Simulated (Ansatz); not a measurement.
`C=CC(C)CC` and `CCC(C)F` differ in one atom or group.

Ansatz, PBE0-D4/def2-TZVP geometries, multiplicity 1. Each molecule was computed in one conformer, which needn't be the lowest.

```csv
property,`C=CC(C)CC`
size of the dipole moment (B3LYP/def2-TZVPP) / D,0.36
LUMO energy (PBE/def2-TZVPP) / eV,-0.65
HOMO energy (PBE0/def2-TZVPP) / eV,-7.37
size of the dipole moment (ωB97M-V/def2-TZVPP) / D,0.34
LUMO energy (ωB97M-V/def2-TZVPP) / eV,2.46
size of the dipole moment (PBE/def2-TZVPP) / D,0.38
```

Question: What does the change do to each property? (An estimate is asked.)

Answer: Ansatz gave: 
```tsv
property	`CCC(C)F`	shift
size of the dipole moment (B3LYP/def2-TZVPP) / D	1.83	1.47
LUMO energy (PBE/def2-TZVPP) / eV	0.47	1.12
HOMO energy (PBE0/def2-TZVPP) / eV	-8.98	-1.61
size of the dipole moment (ωB97M-V/def2-TZVPP) / D	1.82	1.48
LUMO energy (ωB97M-V/def2-TZVPP) / eV	2.69	0.23
size of the dipole moment (PBE/def2-TZVPP) / D	1.71	1.33
```

With PBE0 the HOMO falls by 1.61 eV and the LUMO rises by 0.88 eV, so the gap widens by about 2.49 eV. PBE moves the HOMO by -1.14 eV and ωB97M-V by -1.72 eV. Dipoles are sizes alone; their direction can turn.

B3LYP here is the variant with VWN-RPA as its local correlation; programs differ in this.
